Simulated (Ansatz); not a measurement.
Ansatz (a quantum-chemistry and plane-wave program) input (PBE/6-31G*):

Ansatz 0.2 input:
```yaml
crystal:
  periodic: [false, false, false]
  atoms:
    - {symbol: N, position_ang: [-0.00000000, 0.00000000, 0.00000000]}
    - {symbol: H, position_ang: [-0.01073378, 1.02502493, -0.03038898]}
    - {symbol: H, position_ang: [0.89333025, -0.50366246, 0.00006664]}
    - {symbol: H, position_ang: [-0.88259648, -0.52136248, 0.03032234]}
basis:
  gaussian:
    orbitals: 6-31G*
hamiltonian:
  xc: {name: PBE}
total_charge: 1
magnetization: {spin_polarized: true, initial_magnetization: 1}
relax: {f_tol: 0.003, max_steps: 120}
```

From the last part of the output:

```
Functional definition: PBE
integrals: 0.00 GiB planned
258 factors; integrals over basis functions are off by at most 5.3e-4 eV
mean field: 0.05 GiB planned
mean field evaluation 1: about -1518.1060 eV, gradient 4.6e1 eV
mean field evaluation 2: about -1512.8669 eV, gradient 5.6e1 eV
mean field evaluation 4: about -1526.7897 eV, gradient 1.0e-1 eV
mean field evaluation 8: about -1526.7880 eV, gradient 2.4e-3 eV
mean field -1526.78798892 eV, -56.1084236986 hartree, gradient 1.0e-5 eV, S^2 0.753216; 0 other end points of the search recorded, 0 dependent functions left out
the calculation of the forces begins
reference -1526.78800143 eV, -56.1084241585 hartree; 5, 4 occupied and 16, 17 virtual orbitals, 258 factors
relax step   1: F+E_penalty+E_count = -1526.78798892 eV  Δ(F+E_penalty+E_count) = +0.000e0 eV  max|allowed force component| = 4.276e-1 eV/Å  Δτ_max = 0.0000 Å  (21 SCF iters, accepted)
these checks for a lower state are left out or cut short: starts, cluster_reference, orbital_swaps, neighbouring_geometries, increment
integrals: 0.00 GiB planned
258 factors; integrals over basis functions are off by at most 5.4e-4 eV
mean field: 0.05 GiB planned
mean field evaluation 16: about -1526.7941 eV, gradient 9.1e-3 eV
mean field -1526.79405142 eV, -56.1086464916 hartree, gradient 2.1e-5 eV, S^2 0.753282; 0 other end points of the search recorded, 0 dependent functions left out
the calculation of the forces begins
reference -1526.79406393 eV, -56.1086469512 hartree; 5, 4 occupied and 16, 17 virtual orbitals, 258 factors
relax step   2: F+E_penalty+E_count = -1526.79405142 eV  Δ(F+E_penalty+E_count) = -6.063e-3 eV  max|allowed force component| = 1.105e-1 eV/Å  Δτ_max = 0.0075 Å  (20 SCF iters, accepted)
these checks for a lower state are left out or cut short: starts, cluster_reference, orbital_swaps, neighbouring_geometries, increment
integrals: 0.00 GiB planned
258 factors; integrals over basis functions are off by at most 5.4e-4 eV
mean field: 0.05 GiB planned
mean field -1526.79450014 eV, -56.1086629815 hartree, gradient 5.9e-5 eV, S^2 0.753306; 0 other end points of the search recorded, 0 dependent functions left out
the calculation of the forces begins
reference -1526.79451264 eV, -56.1086634410 hartree; 5, 4 occupied and 16, 17 virtual orbitals, 258 factors
relax step   3: F+E_penalty+E_count = -1526.79450014 eV  Δ(F+E_penalty+E_count) = -4.487e-4 eV  max|allowed force component| = 2.348e-3 eV/Å  Δτ_max = 0.0027 Å  (16 SCF iters, accepted)
integrals: 0.00 GiB planned
258 factors; integrals over basis functions are off by at most 5.4e-4 eV
mean field: 0.05 GiB planned
mean field evaluation 32: about -1526.7944 eV, gradient 1.1e-1 eV
mean field -1526.79450014 eV, -56.1086629815 hartree, gradient 5.9e-5 eV, S^2 0.753306; 1 other end points of the search recorded, 0 dependent functions left out
the calculation of the forces begins
reference -1526.79451264 eV, -56.1086634410 hartree; 5, 4 occupied and 16, 17 virtual orbitals, 258 factors
Total energy: -1526.79451264 eV, -56.1086634410 hartree
Atom 0 at     0.000000    -0.000000     0.000000 Å, force     0.000000    -0.000006     0.000000 eV/Å
Atom 1 at    -0.010841     1.035220    -0.030691 Å, force    -0.000025     0.002348    -0.000070 eV/Å
Atom 2 at     0.902217    -0.508672     0.000067 Å, force     0.002049    -0.001151     0.000000 eV/Å
Atom 3 at    -0.891376    -0.526548     0.030624 Å, force    -0.002025    -0.001191     0.000069 eV/Å
Dipole moment:    -0.000000     0.000000    -0.000000 e Å
```

The dipole moment of an ion depends on the origin.
